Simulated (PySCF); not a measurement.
# C4H5FS+ (doublet): open-shell or spin-flip excitations

Wanted: open-shell or spin-flip excitations for C4H5FS+ (doublet) (`FC1=CCC[S+]1`).

Computed with PySCF 2.14.0 and routines of our own; the level stands in each step. Atoms count from 0.

### 1 The system as given

11 atoms, charge 1, multiplicity 2; geometry from: GFN2-xTB.

### 2 Open-shell or spin-flip excitations: unrestricted TDA wB97X-D/def2-SVPD

Job settings and geometry (Å):

```
{"job": {"kind": "uabs", "xc": "wB97X-D", "basis": "def2-SVPD", "nstates": 10, "tda": true}, "charge": 1, "multiplicity": 2}
F      2.808665     0.412853     0.002425
C      1.507645     0.319924     0.004017
C      0.798319    -0.835089    -0.036682
C     -0.656980    -0.655711    -0.024079
C     -0.978115     0.835590     0.033131
S      0.568340     1.776191     0.062458
H      1.263381    -1.808371    -0.075730
H     -1.095500    -1.197231     0.824675
H     -1.102550    -1.130237    -0.908454
H     -1.556127     1.175293    -0.830048
H     -1.551652     1.109458     0.922325
```

Method: unrestricted TDA wB97X-D/def2-SVPD, vertical, gas phase, core orbitals frozen in the response.

The run is started by

```console
$ OMP_NUM_THREADS=1 python excited_run.py task.json out
```

The driver reads the jobs from task.json and runs them one after another.

Output:

```text
coarse grid: 10160 points
cycle   1  E = -652.5910057525  dE =  1.479e+00  |g| = 4.215e-01  |ddm| = 3.255e+00
cycle   2  E = -652.5934340899  dE = -2.428e-03  |g| = 4.876e-01  |ddm| = 1.597e+00
cycle   3  E = -652.6844570295  dE = -9.102e-02  |g| = 5.008e-02  |ddm| = 8.809e-01
cycle   4  E = -652.6856364414  dE = -1.179e-03  |g| = 2.105e-02  |ddm| = 1.381e-01
cycle   5  E = -652.6859748376  dE = -3.384e-04  |g| = 8.745e-03  |ddm| = 5.076e-02
cycle   6  E = -652.6860707946  dE = -9.596e-05  |g| = 3.871e-03  |ddm| = 2.838e-02
cycle   7  E = -652.6861214354  dE = -5.064e-05  |g| = 2.627e-03  |ddm| = 1.924e-02
cycle   8  E = -652.6861400879  dE = -1.865e-05  |g| = 8.678e-04  |ddm| = 1.473e-02
cycle   9  E = -652.6861430531  dE = -2.965e-06  |g| = 5.601e-04  |ddm| = 5.845e-03
final grid: 95048 points
cycle  10  E = -652.7595487303  dE = -1.194e-04  |g| = 4.157e-03  |ddm| = 1.247e-01
cycle  11  E = -652.7595611879  dE = -1.246e-05  |g| = 3.839e-03  |ddm| = 1.862e-02
cycle  12  E = -652.7595686300  dE = -7.442e-06  |g| = 1.231e-03  |ddm| = 5.617e-03
cycle  13  E = -652.7595737386  dE = -5.109e-06  |g| = 6.755e-04  |ddm| = 7.016e-03
cycle  14  E = -652.7595758819  dE = -2.143e-06  |g| = 3.612e-04  |ddm| = 5.328e-03
cycle  15  E = -652.7595765116  dE = -6.297e-07  |g| = 1.677e-04  |ddm| = 3.364e-03
cycle  16  E = -652.7595765782  dE = -6.660e-08  |g| = 3.973e-05  |ddm| = 1.220e-03
cycle  17  E = -652.7595765818  dE = -3.609e-09  |g| = 1.903e-05  |ddm| = 2.058e-04
cycle  18  E = -652.7595765825  dE = -6.428e-10  |g| = 7.745e-06  |ddm| = 1.247e-04
converged SCF energy = -652.7595765825

Static polarisability (au): isotropic 60.942, principal 40.632 67.210 74.984

<S^2> of the reference = 0.7651 (exact 0.7500)

Excitations
state   eV       nm        f      <S^2>   main configurations
  1   3.1324    395.8   0.07044   0.768   Hb->Lb 0.91
  2   3.9010    317.8   0.00146   0.793   H-1b->Lb 0.96
  3   4.5746    271.0   0.00195   0.784   H-3b->Lb 0.95
  4   5.1209    242.1   0.00017   0.776   H-4b->Lb 0.94
  5   5.1831    239.2   0.09417   0.887   H-2b->Lb 0.73, Ha->La 0.17
  6   5.2548    235.9   0.07955   0.937   Ha->La 0.62, H-2b->Lb 0.24
  7   5.5913    221.7   0.00005   0.835   Ha->L+1a 0.92
  8   6.5594    189.0   0.00053   0.814   H-5b->Lb 0.94
  9   6.9896    177.4   0.02815   2.400   Hb->L+2b 0.42, H-1a->La 0.41, Ha->La 0.11
 10   7.0685    175.4   0.00016   1.993   Hb->L+1b 0.94
```

It took 2.5 min on 1 thread of Intel Xeon at 2.50GHz, shared host; peak memory 0.58 GiB.

Key values:

| quantity | value |
| --- | --- |
| ⟨S²⟩ | 0.765 |

Löwdin spin populations:

| atom | value (e) |
| --- | --- |
| F0 | 0.01 |
| C1 | 0.09 |
| C2 | 0.33 |
| C3 | 0.04 |
| C4 | 0.02 |
| S5 | 0.42 |
| H6 | 0.01 |
| H7 | 0.03 |
| H8 | 0.03 |
| H9 | 0.01 |
| H10 | 0.01 |

With diffuse functions Löwdin's scheme smears the spin, so small populations can have the wrong sign.

The fields below are evaluated on a grid from the run's orbitals.

ELF in a plane through or near 7 of the atoms.

Values, 10 rows by 14 columns:
```
0.00 0.00 0.00 0.00 0.00 0.00 0.00 0.00 0.00 0.00 0.00 0.00 0.00 0.00
0.00 0.00 0.00 0.00 0.00 0.18 0.61 0.61 0.12 0.00 0.00 0.00 0.00 0.00
0.00 0.00 0.01 0.10 0.01 0.47 0.88 0.80 0.38 0.01 0.00 0.00 0.00 0.00
0.00 0.00 0.27 0.82 0.56 0.52 0.31 0.40 0.49 0.19 0.05 0.00 0.00 0.00
0.00 0.00 0.47 0.85 0.80 0.88 0.44 0.44 0.57 0.69 0.23 0.01 0.00 0.00
0.00 0.00 0.10 0.24 0.10 0.82 0.53 0.59 0.91 0.27 0.04 0.00 0.00 0.00
0.00 0.00 0.00 0.12 0.97 0.98 0.65 0.46 0.70 0.17 0.01 0.00 0.00 0.00
0.00 0.00 0.00 0.18 0.99 0.98 0.09 0.09 0.19 0.05 0.00 0.00 0.00 0.00
0.00 0.00 0.00 0.00 0.03 0.04 0.00 0.00 0.01 0.00 0.00 0.00 0.00 0.00
0.00 0.00 0.00 0.00 0.00 0.00 0.00 0.00 0.00 0.00 0.00 0.00 0.00 0.00
```
The map spans 10.5 Å across and 8.9 Å up, centred on the molecule. Atoms in the plane (x, y in Å): F0 (-2.7, 1.0), C1 (-1.4, 0.6), C2 (-1.0, -0.7), C3 (0.5, -0.8), C4 (1.1, 0.6), S5 (-0.2, 1.9), H6 (-1.6, -1.5).

log10 of the density (e/Å³) in the same plane.

Ten even steps from '0' (-4.0) to '9' (1.8):
```
0000000000000100000000000000
0000000000122222100000000000
0000000012334443221000000000
0000011123455555432100000000
0000223334556666543210000000
0001345544567986544321000000
0013456765668986655432100000
0013568876677777666543210000
0013568877976667986553210000
0012456667776567776543210000
0002344556777667765432110000
0000223456797779765332100000
0000113457776667664321000000
0000013456665556654321000000
0000012345554445443210000000
0000001233333333332110000000
0000000112221122221000000000
0000000000000000000000000000
0000000000000000000000000000
0000000000000000000000000000
```
The map spans 10.5 Å across and 8.9 Å up, centred on the molecule. Atoms in the plane (x, y in Å): F0 (-2.7, 1.0), C1 (-1.4, 0.6), C2 (-1.0, -0.7), C3 (0.5, -0.8), C4 (1.1, 0.6), S5 (-0.2, 1.9), H6 (-1.6, -1.5).

On the surface of density 0.002 e/bohr³ the electrostatic potential runs, from the 1st to the 99th percentile, from 3.51 V near F0 to 5.91 V near H9.

The spin density lies nearest to S5 40 %; C2 32 %; C1 8 %.

### 3 Open-shell or spin-flip excitations: unrestricted TDA wB97X-D/def2-SVPD in water

The job, as its differences from that of step 2:

```diff
@@ -1,2 +1,2 @@
-{"job": {"kind": "uabs", "xc": "wB97X-D", "basis": "def2-SVPD", "nstates": 10, "tda": true}, "charge": 1, "multiplicity": 2}
+{"job": {"kind": "uabs", "xc": "wB97X-D", "basis": "def2-SVPD", "nstates": 10, "tda": true, "solvent": "water", "pol": false}, "charge": 1, "multiplicity": 2}
 F      2.808665     0.412853     0.002425
```

With the program's defaults for keys left out, this is: unrestricted TDA wB97X-D/def2-SVPD, vertical, IEF-PCM water (non-equilibrium linear response), core orbitals frozen in the response.

Output:

```text
coarse grid: 10160 points
cycle   1  E = -652.6913879442  dE =  1.379e+00  |g| = 4.014e-01  |ddm| = 3.253e+00
cycle   2  E = -652.7039210002  dE = -1.253e-02  |g| = 4.371e-01  |ddm| = 1.447e+00
cycle   3  E = -652.7764335182  dE = -7.251e-02  |g| = 4.782e-02  |ddm| = 7.352e-01
cycle   4  E = -652.7775094273  dE = -1.076e-03  |g| = 1.988e-02  |ddm| = 1.367e-01
cycle   5  E = -652.7778225100  dE = -3.131e-04  |g| = 8.403e-03  |ddm| = 4.750e-02
cycle   6  E = -652.7779128730  dE = -9.036e-05  |g| = 3.621e-03  |ddm| = 2.481e-02
cycle   7  E = -652.7779694488  dE = -5.658e-05  |g| = 2.316e-03  |ddm| = 2.002e-02
cycle   8  E = -652.7779900852  dE = -2.064e-05  |g| = 8.745e-04  |ddm| = 1.465e-02
cycle   9  E = -652.7779939196  dE = -3.834e-06  |g| = 5.145e-04  |ddm| = 6.777e-03
final grid: 95048 points
cycle  10  E = -652.8514282952  dE = -1.206e-04  |g| = 4.092e-03  |ddm| = 1.259e-01
cycle  11  E = -652.8514425569  dE = -1.426e-05  |g| = 3.578e-03  |ddm| = 1.906e-02
cycle  12  E = -652.8514496708  dE = -7.114e-06  |g| = 1.282e-03  |ddm| = 4.784e-03
cycle  13  E = -652.8514556330  dE = -5.962e-06  |g| = 7.368e-04  |ddm| = 6.905e-03
cycle  14  E = -652.8514584194  dE = -2.786e-06  |g| = 3.766e-04  |ddm| = 5.582e-03
cycle  15  E = -652.8514592757  dE = -8.562e-07  |g| = 1.755e-04  |ddm| = 3.733e-03
cycle  16  E = -652.8514593647  dE = -8.903e-08  |g| = 4.445e-05  |ddm| = 1.348e-03
cycle  17  E = -652.8514593701  dE = -5.442e-09  |g| = 2.069e-05  |ddm| = 2.534e-04
cycle  18  E = -652.8514593711  dE = -9.802e-10  |g| = 1.000e-05  |ddm| = 1.204e-04
converged SCF energy = -652.8514593711

<S^2> of the reference = 0.7641 (exact 0.7500)

Excitations
state   eV       nm        f      <S^2>   main configurations
  1   3.1053    399.3   0.08450   0.767   Hb->Lb 0.93
  2   3.9113    317.0   0.00144   0.789   H-1b->Lb 0.96
  3   4.6390    267.3   0.00295   0.783   H-3b->Lb 0.91
  4   5.0072    247.6   0.08657   0.818   H-2b->Lb 0.88
  5   5.0197    247.0   0.00239   0.776   H-4b->Lb 0.87
  6   5.1463    240.9   0.11644   0.986   Ha->La 0.77, Hb->L+2b 0.08
  7   5.5117    224.9   0.00006   0.823   Ha->L+1a 0.90
  8   6.5194    190.2   0.00060   0.814   H-5b->Lb 0.94
  9   7.0049    177.0   0.03211   2.411   Hb->L+2b 0.43, H-1a->La 0.40, Ha->La 0.10
 10   7.0505    175.9   0.00031   1.997   Hb->L+1b 0.92
```

Wall time 1.8 min (1 thread of Intel Xeon at 2.50GHz, shared host); peak memory 0.62 GiB.

From this job:

| quantity | value |
| --- | --- |
| ⟨S²⟩ | 0.764 |

### 4 Summary of results

| quantity | value |
| --- | --- |
| lowest and brightest state of nearly pure spin, of 10 (step 2, unrestricted TDA wB97X-D/def2-SVPD) | 3.13 eV; 5.18 eV, f = 0.094 |
| lowest and brightest state of nearly pure spin, of 10 (step 3, unrestricted TDA wB97X-D/def2-SVPD in water) | 3.11 eV; 5.01 eV, f = 0.087 |

In words: States whose ⟨S²⟩ lies well above the reference's are mixtures of spin states, an artefact of the unrestricted response, and are left out of the summary. The lowest state of nearly pure spin runs from 3.11 to 3.13 eV over the runs.
